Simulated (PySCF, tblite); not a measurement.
# NO+: changes of charge, part 2 of 2

tblite 0.8.0 and PySCF 2.14.0. Atoms count from 0. The steps go on from the part before.

## Step 18: Single point (NO radical, [N]=O): wavefunction

Geometry: PBE0-D3(BJ)/def2-SVP.

What the job is given:

```
{"job": {"kind": "sp", "xc": "CCSD(T)", "basis": "aug-cc-pVTZ", "grid": 2}, "charge": 0, "multiplicity": 2}
N      0.143652    -0.076383     0.520255
O     -0.132267     0.081470    -0.576982
```

Level: wavefunction single point, frozen core, gas phase.

The log of the run:

```text
final grid: 22200 points
cycle   1  E = -129.2927821298  dE = -4.380e-02  |g| = 1.044e-01  |ddm| = 5.563e-01
cycle   2  E = -129.2977632854  dE = -4.981e-03  |g| = 4.404e-02  |ddm| = 2.216e-01
cycle   3  E = -129.2987134377  dE = -9.502e-04  |g| = 2.133e-02  |ddm| = 6.459e-02
cycle   4  E = -129.2990387997  dE = -3.254e-04  |g| = 1.134e-02  |ddm| = 4.397e-02
cycle   5  E = -129.2991803416  dE = -1.415e-04  |g| = 3.872e-03  |ddm| = 3.416e-02
cycle   6  E = -129.2992278390  dE = -4.750e-05  |g| = 2.831e-03  |ddm| = 1.338e-02
cycle   7  E = -129.2992716931  dE = -4.385e-05  |g| = 2.265e-03  |ddm| = 1.468e-02
cycle   8  E = -129.2993056428  dE = -3.395e-05  |g| = 1.990e-03  |ddm| = 1.366e-02
cycle   9  E = -129.2993408377  dE = -3.519e-05  |g| = 1.726e-03  |ddm| = 1.570e-02
cycle  10  E = -129.2994089587  dE = -6.812e-05  |g| = 9.874e-04  |ddm| = 4.252e-02
cycle  11  E = -129.2994324115  dE = -2.345e-05  |g| = 3.713e-04  |ddm| = 3.726e-02
cycle  12  E = -129.2994328541  dE = -4.426e-07  |g| = 1.316e-04  |ddm| = 3.570e-03
cycle  13  E = -129.2994329437  dE = -8.959e-08  |g| = 6.430e-05  |ddm| = 2.397e-03
cycle  14  E = -129.2994329456  dE = -1.878e-09  |g| = 2.402e-05  |ddm| = 2.470e-04
converged SCF energy = -129.2994329456
E(HF, exact integrals) = -129.2995001045
E(MP2) = -129.7023086510
E(CCSD) = -129.7066828684
E(CCSD(T)) = -129.7258504519
T1 diagnostic = 0.0355
```

It took 61 s on 1 thread of Arm Neoverse V1, shared host; peak memory 3.1 GiB.

## Step 19: Changes of charge: CCSD(T)/aug-cc-pVTZ

This step combines the energies above: geometries from PBE0-D3(BJ)/def2-SVP, zero-point and thermal terms from PBE0-D3(BJ)/def2-SVP.

What the job is given:

```
{"job": {"kind": "rx", "dirs": [-1], "geom": {"xc": "PBE0", "basis": "def2-SVP", "d3": "d3bj", "grid": 1}, "hess": 1, "level": {"xc": "CCSD(T)", "basis": "aug-cc-pVTZ"}}, "charge": 1, "multiplicity": 1}
N      0.532776    -0.005877    -0.005637
O     -0.526905     0.008428    -0.022793
```

Output (the driver's rows laid out field by field):

```text
ionisation and electron attachment, CCSD(T)/aug-cc-pVTZ // PBE0-D3(BJ)/def2-SVP

row 1
  change                  reduction
  charge                  0
  multiplicity            2
  vertical_ev             8.589
  vertical_s2             0.762
  formula                 NO
  smiles                  [N]=O
  kept                    yes
  pieces                  1
  point_group             Cinfv
  adiabatic_electronic_ev 9.1661
  adiabatic_ev            9.1962
  free_energy_ev          9.2356
  s2                      0.782
  bonds_moved             0 1 1.06 1.142
  spin_on                 0 N 0.87; 1 O 0.13
  charge_moved            0 N -0.554; 1 O -0.446
  vertical_back_ev        9.4996
  relaxation_parent_ev    0.3335
  relaxation_ion_ev       0.5771
  reorganisation_ev       0.9106
```

Wall time 2.3 min (1 thread of Arm Neoverse V1, shared host); peak memory 3.1 GiB.

Energy taken up on oxidation, or given off on reduction (eV; adiabatic with zero-point energy):

```csv
change,product,vertical,adiabatic,free energy,reorganisation,⟨S²⟩
reduction (multiplicity 2),[N]=O,8.59,9.20,9.24,0.91,0.78
```

On reduction to multiplicity 2 charge changes most on N0 (-0.55 e), O1 (-0.45 e); the spin sits on N0 (0.87), O1 (0.13); the bond N0–O1 goes from 1.060 to 1.142 Å.

## Step 20: Single point (NO+): wavefunction

Geometry: PBE0-D3(BJ)/def2-SVP.

What the job is given:

```
{"job": {"kind": "sp", "xc": "MP2", "basis": "aug-cc-pVTZ", "grid": 2}, "charge": 1, "multiplicity": 1}
N      0.532776    -0.005877    -0.005637
O     -0.526905     0.008428    -0.022793
```

Method: wavefunction single point, frozen core, gas phase.

The log of the run:

```text
final grid: 22200 points
cycle   1  E = -128.8504065961  dE =  8.408e-01  |g| = 7.201e-01  |ddm| = 2.668e+00
cycle   2  E = -128.9415240953  dE = -9.112e-02  |g| = 4.015e-01  |ddm| = 1.295e+00
cycle   3  E = -128.9635864788  dE = -2.206e-02  |g| = 1.505e-01  |ddm| = 5.037e-01
cycle   4  E = -128.9668989557  dE = -3.312e-03  |g| = 1.482e-02  |ddm| = 1.507e-01
cycle   5  E = -128.9669612063  dE = -6.225e-05  |g| = 2.146e-03  |ddm| = 3.058e-02
cycle   6  E = -128.9669624935  dE = -1.287e-06  |g| = 1.895e-04  |ddm| = 5.182e-03
cycle   7  E = -128.9669625042  dE = -1.064e-08  |g| = 2.653e-05  |ddm| = 5.654e-04
cycle   8  E = -128.9669625044  dE = -2.081e-10  |g| = 9.165e-06  |ddm| = 7.394e-05
converged SCF energy = -128.9669625044
E(HF, exact integrals) = -128.9670709196
E(MP2) = -129.3760462463
```

Run time: 0.88 s. Hardware: 1 thread of Arm Neoverse V1, shared host.

## Step 21: Single point (NO radical): wavefunction

Geometry: PBE0-D3(BJ)/def2-SVP, that of another charge or spin state.

What the job is given:

```
{"job": {"kind": "sp", "xc": "MP2", "basis": "aug-cc-pVTZ", "grid": 2}, "charge": 0, "multiplicity": 2}
N      0.532776    -0.005877    -0.005637
O     -0.526905     0.008428    -0.022793
```

With the program's defaults for keys left out, this is: wavefunction single point, frozen core, gas phase.

The log of the run:

```text
final grid: 22200 points
cycle   1  E = -129.2859694633  dE = -4.130e-02  |g| = 1.016e-01  |ddm| = 5.529e-01
cycle   2  E = -129.2908717964  dE = -4.902e-03  |g| = 3.930e-02  |ddm| = 2.302e-01
cycle   3  E = -129.2917197207  dE = -8.479e-04  |g| = 1.622e-02  |ddm| = 6.406e-02
cycle   4  E = -129.2920347093  dE = -3.150e-04  |g| = 9.050e-03  |ddm| = 6.230e-02
cycle   5  E = -129.2920904797  dE = -5.577e-05  |g| = 2.684e-03  |ddm| = 2.036e-02
cycle   6  E = -129.2921065408  dE = -1.606e-05  |g| = 1.443e-03  |ddm| = 9.719e-03
cycle   7  E = -129.2921137234  dE = -7.183e-06  |g| = 9.339e-04  |ddm| = 5.814e-03
cycle   8  E = -129.2921177632  dE = -4.040e-06  |g| = 5.855e-04  |ddm| = 5.022e-03
cycle   9  E = -129.2921195795  dE = -1.816e-06  |g| = 3.547e-04  |ddm| = 3.697e-03
cycle  10  E = -129.2921202992  dE = -7.198e-07  |g| = 1.672e-04  |ddm| = 2.627e-03
cycle  11  E = -129.2921204470  dE = -1.478e-07  |g| = 4.405e-05  |ddm| = 1.469e-03
cycle  12  E = -129.2921204521  dE = -5.084e-09  |g| = 9.371e-06  |ddm| = 2.677e-04
converged SCF energy = -129.2921204521
E(HF, exact integrals) = -129.2922040531
E(MP2) = -129.6820476582
```

It took 1.6 s on 1 thread of Arm Neoverse V1, shared host.

## Step 22: Single point (NO+): wavefunction

Geometry: PBE0-D3(BJ)/def2-SVP, that of another charge or spin state.

What the job is given:

```
{"job": {"kind": "sp", "xc": "MP2", "basis": "aug-cc-pVTZ", "grid": 2}, "charge": 1, "multiplicity": 1}
N      0.143652    -0.076383     0.520255
O     -0.132267     0.081470    -0.576982
```

With the program's defaults for keys left out, this is: wavefunction single point, frozen core, gas phase.

The log of the run:

```text
final grid: 22200 points
cycle   1  E = -128.7866913959  dE =  5.873e-01  |g| = 7.873e-01  |ddm| = 2.490e+00
cycle   2  E = -128.8645154118  dE = -7.782e-02  |g| = 6.269e-01  |ddm| = 1.481e+00
cycle   3  E = -128.9235210857  dE = -5.901e-02  |g| = 2.000e-01  |ddm| = 7.193e-01
cycle   4  E = -128.9295408222  dE = -6.020e-03  |g| = 1.580e-02  |ddm| = 1.906e-01
cycle   5  E = -128.9296292115  dE = -8.839e-05  |g| = 3.159e-03  |ddm| = 3.457e-02
cycle   6  E = -128.9296321137  dE = -2.902e-06  |g| = 4.694e-04  |ddm| = 7.169e-03
cycle   7  E = -128.9296321795  dE = -6.581e-08  |g| = 1.527e-04  |ddm| = 9.931e-04
cycle   8  E = -128.9296321886  dE = -9.083e-09  |g| = 5.256e-05  |ddm| = 3.335e-04
converged SCF energy = -128.9296321886
E(HF, exact integrals) = -128.9297230210
E(MP2) = -129.3701357765
```

It took 0.88 s on 1 thread of Arm Neoverse V1, shared host.

## Step 23: Single point (NO radical, [N]=O): wavefunction

Geometry: PBE0-D3(BJ)/def2-SVP.

What the job is given:

```
{"job": {"kind": "sp", "xc": "MP2", "basis": "aug-cc-pVTZ", "grid": 2}, "charge": 0, "multiplicity": 2}
N      0.143652    -0.076383     0.520255
O     -0.132267     0.081470    -0.576982
```

Level: wavefunction single point, frozen core, gas phase.

The log of the run:

```text
final grid: 22200 points
cycle   1  E = -129.2927821298  dE = -4.380e-02  |g| = 1.044e-01  |ddm| = 5.563e-01
cycle   2  E = -129.2977632854  dE = -4.981e-03  |g| = 4.404e-02  |ddm| = 2.216e-01
cycle   3  E = -129.2987134377  dE = -9.502e-04  |g| = 2.133e-02  |ddm| = 6.459e-02
cycle   4  E = -129.2990387997  dE = -3.254e-04  |g| = 1.134e-02  |ddm| = 4.397e-02
cycle   5  E = -129.2991803416  dE = -1.415e-04  |g| = 3.872e-03  |ddm| = 3.416e-02
cycle   6  E = -129.2992278390  dE = -4.750e-05  |g| = 2.831e-03  |ddm| = 1.338e-02
cycle   7  E = -129.2992716931  dE = -4.385e-05  |g| = 2.265e-03  |ddm| = 1.468e-02
cycle   8  E = -129.2993056428  dE = -3.395e-05  |g| = 1.990e-03  |ddm| = 1.366e-02
cycle   9  E = -129.2993408377  dE = -3.519e-05  |g| = 1.726e-03  |ddm| = 1.570e-02
cycle  10  E = -129.2994089587  dE = -6.812e-05  |g| = 9.874e-04  |ddm| = 4.252e-02
cycle  11  E = -129.2994324115  dE = -2.345e-05  |g| = 3.713e-04  |ddm| = 3.726e-02
cycle  12  E = -129.2994328541  dE = -4.426e-07  |g| = 1.316e-04  |ddm| = 3.570e-03
cycle  13  E = -129.2994329437  dE = -8.959e-08  |g| = 6.430e-05  |ddm| = 2.397e-03
cycle  14  E = -129.2994329456  dE = -1.878e-09  |g| = 2.402e-05  |ddm| = 2.470e-04
converged SCF energy = -129.2994329456
E(HF, exact integrals) = -129.2995001045
E(MP2) = -129.7023088737
```

Run time: 1.6 s. Hardware: 1 thread of Arm Neoverse V1, shared host.

## Step 24: Changes of charge: MP2/aug-cc-pVTZ

This step combines the energies above: geometries from PBE0-D3(BJ)/def2-SVP, zero-point and thermal terms from PBE0-D3(BJ)/def2-SVP.

What the job is given:

```
{"job": {"kind": "rx", "dirs": [-1], "geom": {"xc": "PBE0", "basis": "def2-SVP", "d3": "d3bj", "grid": 1}, "hess": 1, "level": {"xc": "MP2", "basis": "aug-cc-pVTZ"}}, "charge": 1, "multiplicity": 1}
N      0.532776    -0.005877    -0.005637
O     -0.526905     0.008428    -0.022793
```

Output (the driver's rows laid out field by field):

```text
ionisation and electron attachment, MP2/aug-cc-pVTZ // PBE0-D3(BJ)/def2-SVP

row 1
  change                  reduction
  charge                  0
  multiplicity            2
  vertical_ev             8.3267
  vertical_s2             0.762
  formula                 NO
  smiles                  [N]=O
  kept                    yes
  pieces                  1
  point_group             Cinfv
  adiabatic_electronic_ev 8.8781
  adiabatic_ev            8.9081
  free_energy_ev          8.9476
  s2                      0.782
  bonds_moved             0 1 1.06 1.142
  spin_on                 0 N 0.87; 1 O 0.13
  charge_moved            0 N -0.554; 1 O -0.446
  vertical_back_ev        9.0389
  relaxation_parent_ev    0.1608
  relaxation_ion_ev       0.5513
  reorganisation_ev       0.7121
```

Run time: 5 s. Hardware: 1 thread of Arm Neoverse V1, shared host.

Energy taken up on oxidation, or given off on reduction (eV; adiabatic with zero-point energy):

```csv
change,product,vertical,adiabatic,free energy,reorganisation,⟨S²⟩
reduction (multiplicity 2),[N]=O,8.33,8.91,8.95,0.71,0.78
```

On reduction to multiplicity 2 charge changes most on N0 (-0.55 e), O1 (-0.45 e); the spin sits on N0 (0.87), O1 (0.13); the bond N0–O1 goes from 1.060 to 1.142 Å.

## Step 25: Single point (NO+): HF/aug-cc-pVTZ

Geometry: PBE0-D3(BJ)/def2-SVP.

What the job is given:

```
{"job": {"kind": "sp", "xc": "HF", "basis": "aug-cc-pVTZ", "grid": 2}, "charge": 1, "multiplicity": 1}
N      0.532776    -0.005877    -0.005637
O     -0.526905     0.008428    -0.022793
```

The log of the run:

```text
final grid: 22200 points
cycle   1  E = -128.8504065961  dE =  8.408e-01  |g| = 7.201e-01  |ddm| = 2.668e+00
cycle   2  E = -128.9415240953  dE = -9.112e-02  |g| = 4.015e-01  |ddm| = 1.295e+00
cycle   3  E = -128.9635864788  dE = -2.206e-02  |g| = 1.505e-01  |ddm| = 5.037e-01
cycle   4  E = -128.9668989557  dE = -3.312e-03  |g| = 1.482e-02  |ddm| = 1.507e-01
cycle   5  E = -128.9669612063  dE = -6.225e-05  |g| = 2.146e-03  |ddm| = 3.058e-02
cycle   6  E = -128.9669624935  dE = -1.287e-06  |g| = 1.895e-04  |ddm| = 5.182e-03
cycle   7  E = -128.9669625042  dE = -1.064e-08  |g| = 2.653e-05  |ddm| = 5.654e-04
cycle   8  E = -128.9669625044  dE = -2.081e-10  |g| = 9.165e-06  |ddm| = 7.394e-05
converged SCF energy = -128.9669625044
```

It took 0.15 s on 1 thread of Arm Neoverse V1, shared host.

## Step 26: Single point (NO radical): HF/aug-cc-pVTZ

Geometry: PBE0-D3(BJ)/def2-SVP, that of another charge or spin state.

What the job is given:

```
{"job": {"kind": "sp", "xc": "HF", "basis": "aug-cc-pVTZ", "grid": 2}, "charge": 0, "multiplicity": 2}
N      0.532776    -0.005877    -0.005637
O     -0.526905     0.008428    -0.022793
```

The log of the run:

```text
final grid: 22200 points
cycle   1  E = -129.2859694633  dE = -4.130e-02  |g| = 1.016e-01  |ddm| = 5.529e-01
cycle   2  E = -129.2908717964  dE = -4.902e-03  |g| = 3.930e-02  |ddm| = 2.302e-01
cycle   3  E = -129.2917197207  dE = -8.479e-04  |g| = 1.622e-02  |ddm| = 6.406e-02
cycle   4  E = -129.2920347093  dE = -3.150e-04  |g| = 9.050e-03  |ddm| = 6.230e-02
cycle   5  E = -129.2920904797  dE = -5.577e-05  |g| = 2.684e-03  |ddm| = 2.036e-02
cycle   6  E = -129.2921065408  dE = -1.606e-05  |g| = 1.443e-03  |ddm| = 9.719e-03
cycle   7  E = -129.2921137234  dE = -7.183e-06  |g| = 9.339e-04  |ddm| = 5.814e-03
cycle   8  E = -129.2921177632  dE = -4.040e-06  |g| = 5.855e-04  |ddm| = 5.022e-03
cycle   9  E = -129.2921195795  dE = -1.816e-06  |g| = 3.547e-04  |ddm| = 3.697e-03
cycle  10  E = -129.2921202992  dE = -7.198e-07  |g| = 1.672e-04  |ddm| = 2.627e-03
cycle  11  E = -129.2921204470  dE = -1.478e-07  |g| = 4.405e-05  |ddm| = 1.469e-03
cycle  12  E = -129.2921204521  dE = -5.084e-09  |g| = 9.371e-06  |ddm| = 2.677e-04
converged SCF energy = -129.2921204521
```

It took 0.23 s on 1 thread of Arm Neoverse V1, shared host.

## Step 27: Single point (NO+): HF/aug-cc-pVTZ

Geometry: PBE0-D3(BJ)/def2-SVP, that of another charge or spin state.

What the job is given:

```
{"job": {"kind": "sp", "xc": "HF", "basis": "aug-cc-pVTZ", "grid": 2}, "charge": 1, "multiplicity": 1}
N      0.143652    -0.076383     0.520255
O     -0.132267     0.081470    -0.576982
```

The log of the run:

```text
final grid: 22200 points
cycle   1  E = -128.7866913959  dE =  5.873e-01  |g| = 7.873e-01  |ddm| = 2.490e+00
cycle   2  E = -128.8645154118  dE = -7.782e-02  |g| = 6.269e-01  |ddm| = 1.481e+00
cycle   3  E = -128.9235210857  dE = -5.901e-02  |g| = 2.000e-01  |ddm| = 7.193e-01
cycle   4  E = -128.9295408222  dE = -6.020e-03  |g| = 1.580e-02  |ddm| = 1.906e-01
cycle   5  E = -128.9296292115  dE = -8.839e-05  |g| = 3.159e-03  |ddm| = 3.457e-02
cycle   6  E = -128.9296321137  dE = -2.902e-06  |g| = 4.694e-04  |ddm| = 7.169e-03
cycle   7  E = -128.9296321795  dE = -6.581e-08  |g| = 1.527e-04  |ddm| = 9.931e-04
cycle   8  E = -128.9296321886  dE = -9.083e-09  |g| = 5.256e-05  |ddm| = 3.335e-04
converged SCF energy = -128.9296321886
```

Wall time 0.16 s (1 thread of Arm Neoverse V1, shared host).

## Step 28: Single point (NO radical, [N]=O): HF/aug-cc-pVTZ

Geometry: PBE0-D3(BJ)/def2-SVP.

What the job is given:

```
{"job": {"kind": "sp", "xc": "HF", "basis": "aug-cc-pVTZ", "grid": 2}, "charge": 0, "multiplicity": 2}
N      0.143652    -0.076383     0.520255
O     -0.132267     0.081470    -0.576982
```

The log of the run:

```text
final grid: 22200 points
cycle   1  E = -129.2927821298  dE = -4.380e-02  |g| = 1.044e-01  |ddm| = 5.563e-01
cycle   2  E = -129.2977632854  dE = -4.981e-03  |g| = 4.404e-02  |ddm| = 2.216e-01
cycle   3  E = -129.2987134377  dE = -9.502e-04  |g| = 2.133e-02  |ddm| = 6.459e-02
cycle   4  E = -129.2990387997  dE = -3.254e-04  |g| = 1.134e-02  |ddm| = 4.397e-02
cycle   5  E = -129.2991803416  dE = -1.415e-04  |g| = 3.872e-03  |ddm| = 3.416e-02
cycle   6  E = -129.2992278390  dE = -4.750e-05  |g| = 2.831e-03  |ddm| = 1.338e-02
cycle   7  E = -129.2992716931  dE = -4.385e-05  |g| = 2.265e-03  |ddm| = 1.468e-02
cycle   8  E = -129.2993056428  dE = -3.395e-05  |g| = 1.990e-03  |ddm| = 1.366e-02
cycle   9  E = -129.2993408377  dE = -3.519e-05  |g| = 1.726e-03  |ddm| = 1.570e-02
cycle  10  E = -129.2994089587  dE = -6.812e-05  |g| = 9.874e-04  |ddm| = 4.252e-02
cycle  11  E = -129.2994324115  dE = -2.345e-05  |g| = 3.713e-04  |ddm| = 3.726e-02
cycle  12  E = -129.2994328541  dE = -4.426e-07  |g| = 1.316e-04  |ddm| = 3.570e-03
cycle  13  E = -129.2994329437  dE = -8.959e-08  |g| = 6.430e-05  |ddm| = 2.397e-03
cycle  14  E = -129.2994329456  dE = -1.878e-09  |g| = 2.402e-05  |ddm| = 2.470e-04
converged SCF energy = -129.2994329456
```

Wall time 0.26 s (1 thread of Arm Neoverse V1, shared host).

## Step 29: Changes of charge: HF/aug-cc-pVTZ

This step combines the energies above: geometries from PBE0-D3(BJ)/def2-SVP, zero-point and thermal terms from PBE0-D3(BJ)/def2-SVP.

What the job is given:

```
{"job": {"kind": "rx", "dirs": [-1], "geom": {"xc": "PBE0", "basis": "def2-SVP", "d3": "d3bj", "grid": 1}, "hess": 1, "level": {"xc": "HF", "basis": "aug-cc-pVTZ"}}, "charge": 1, "multiplicity": 1}
N      0.532776    -0.005877    -0.005637
O     -0.526905     0.008428    -0.022793
```

Output (the driver's rows laid out field by field):

```text
ionisation and electron attachment, HF/aug-cc-pVTZ // PBE0-D3(BJ)/def2-SVP

row 1
  change                  reduction
  charge                  0
  multiplicity            2
  vertical_ev             8.848
  vertical_s2             0.762
  formula                 NO
  smiles                  [N]=O
  kept                    yes
  pieces                  1
  point_group             Cinfv
  adiabatic_electronic_ev 9.047
  adiabatic_ev            9.077
  free_energy_ev          9.1165
  s2                      0.782
  bonds_moved             0 1 1.06 1.142
  spin_on                 0 N 0.87; 1 O 0.13
  charge_moved            0 N -0.554; 1 O -0.446
  vertical_back_ev        10.0628
  relaxation_parent_ev    1.0158
  relaxation_ion_ev       0.199
  reorganisation_ev       1.2148
```

Run time: 0.93 s. Hardware: 1 thread of Arm Neoverse V1, shared host.

Energy taken up on oxidation, or given off on reduction (eV; adiabatic with zero-point energy):

```csv
change,product,vertical,adiabatic,free energy,reorganisation,⟨S²⟩
reduction (multiplicity 2),[N]=O,8.85,9.08,9.12,1.21,0.78
```

On reduction to multiplicity 2 charge changes most on N0 (-0.55 e), O1 (-0.45 e); the spin sits on N0 (0.87), O1 (0.13); the bond N0–O1 goes from 1.060 to 1.142 Å.

## Step 30: Summary of results

The summary covers parts 1 to 2.

| quantity | value |
| --- | --- |
| strongest single infrared mode (GFN2-xTB) | 2422 cm⁻¹, 28 km/mol |
| zero-point energy (GFN2-xTB) | 3.5 kcal/mol |
| point group | Cinfv |
| rotational constants (main isotopes) | 60.25, 60.25 GHz |
| energy given off on adding an electron (M06-2X/ma-def2-TZVP) | vertical 9.00 eV, adiabatic 9.43 eV |
| energy given off on adding an electron (CCSD(T)/aug-cc-pVTZ) | vertical 8.59 eV, adiabatic 9.20 eV |
| energy given off on adding an electron (MP2/aug-cc-pVTZ) | vertical 8.33 eV, adiabatic 8.91 eV |
| energy given off on adding an electron (HF/aug-cc-pVTZ) | vertical 8.85 eV, adiabatic 9.08 eV |

In words: The one mode is real. Unscaled tight-binding wavenumbers are off by several per cent, some by more. Its intensities can rank the bands wrongly. Over 2 steps the energy fell by 0.006 eV; of the close pairs, N0–O1 changed most, 1.052 to 1.060 Å (PBE0/def2-SVP). At M06-2X/ma-def2-TZVP, relaxation with the zero-point term after reduction moves the energy given off from 9.00 eV (vertical) to 9.43 eV (adiabatic, with zero-point energy).
